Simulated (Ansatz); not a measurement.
# SiN₂H (quartet): the correlation ladder, def2-TZVPP

One table from this session's results is given with a row withheld; the runs are named, their logs left out.

Program: Ansatz 0.2.0, Gaussian basis. Level of theory: def2-TZVPP, core rule «outside noble gas», up to 7 orbitals frozen. These are calculated values, not measurements.

To be run: UHF; ROHF; CCSD(T) on UHF.

## What is computed

The geometry is a PBE0/def2-TZVP stationary point (not a proven minimum).

4 atoms, charge 0, spin multiplicity 4.

Atoms are counted from 1 here; the program's logs count them from 0.

Bond lengths: N1–Si2 1.595 Å, N1–H4 1.005 Å, Si2–N3 1.809 Å. Angles: Si2–N1–H4 144.7°, N1–Si2–N3 105.3°.

As a file:

```
N     0.00000   -0.48497    1.25408
Si    0.00000    0.52424    0.01875
N     0.00000   -0.52637   -1.45410
H     0.00000   -0.55352    2.25705
```

Set-up of the first run:

The input, in.yaml:

```yaml
crystal:
  periodic: [false, false, false]
  atoms:
    - {symbol: N, position_ang: [0.000000, -0.484969, 1.254083]}
    - {symbol: Si, position_ang: [0.000000, 0.524235, 0.018749]}
    - {symbol: N, position_ang: [0.000000, -0.526367, -1.454098]}
    - {symbol: H, position_ang: [0.000000, -0.553520, 2.257049]}
basis:
  gaussian: {orbitals: def2-TZVPP}
magnetization: {spin_polarized: true, initial_magnetization: 3}
hamiltonian: {xc: hf}
output: {orbitals: {seedname: orbitals}}
```

Started as:

```
$ ansatz run in.yaml --threads 1 --pin off --events-out ev --progress --plain --max-ram 4096MiB --backend cpu
```

Among the steps run: UHF; ROHF; CCSD(T) on UHF.

One of the session's tables, all rows but one given; the rest of the session is left out.

| method | from UCCSD(T) (kJ/mol) |
| --- | --- |
| ROHF | +1284.6 |
| UHF | ? |
| UMP2 | +179.2 |
| UCCSD | +59.0 |
| UCCSD(T) | 0 |

Estimate the missing values for UHF.

**Answer.** from UCCSD(T) (kJ/mol): +1234.7. In the column «from UCCSD(T) (kJ/mol)» it lies between UMP2 (+179.2) and ROHF (+1284.6).

With the free atoms at the same levels and basis (separate runs), the atomisation energy is 9.918 eV at UCCSD(T), 5.166 eV at ROHF.
